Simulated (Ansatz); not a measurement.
How far each method lies from full CI for AlH$_{3}$, triplet

Geometry: a point of a stretch scan, not a stationary point.

```json
{"atom": "Al", "x (Å)": "-0.0028", "y (Å)": "0.0770", "z (Å)": "-0.1073"}
{"atom": "H", "x (Å)": "-0.0028", "y (Å)": "-1.3699", "z (Å)": "-0.7656"}
{"atom": "H", "x (Å)": "0.5012", "y (Å)": "-0.3833", "z (Å)": "1.9926"}
{"atom": "H", "x (Å)": "-0.4234", "y (Å)": "-0.3072", "z (Å)": "1.6453"}
```

Basis cc-pVDZ; Ansatz 0.2.0. Only valence electrons are correlated (noble-gas cores frozen), which leaves 6 electrons in 28 orbitals. Prefix R: restricted or restricted open-shell reference; prefix U: unrestricted. Active spaces: valence = (6e, 7o) chosen from the atoms' valence shells.

Full CI is exact within this basis and frozen core; it isn't the basis-set limit. The frozen core follows each run's orbitals, which can shift R against U totals by a few meV.

The UHF ⟨S²⟩ is 2.007. The T1 diagnostic (RCCSD) is 0.0227. The largest doubles amplitude (RCCSD) is 0.040. The T1 diagnostic (UCCSD) is 0.0181.

Q: From what is known of these methods and the diagnostics, rank them by the size of their error in total energy against full CI in cc-pVDZ, smallest first (an estimate: the text doesn't fix the numbers).
A. RCCSDT(Q)
B. UCCSD(T)
C. NEVPT2 (valence space)
D. UCCSD
E. RHF

A: A (0.01 mEh), B (0.73 mEh), D (2.54 mEh), C (18.23 mEh), E (98.00 mEh).

All errors are against full CI in cc-pVDZ. Within each family the higher level lies nearer, as is usual though not guaranteed.

The full-CI state has the irrep A of C1, in the program's axes.

Natural occupations of full CI about the gap: 1.950 1.938 0.989 0.981 0.039 0.026 0.020 0.008 0.008 0.007; effectively unpaired electrons, Σ n²(2−n)², 2.03.
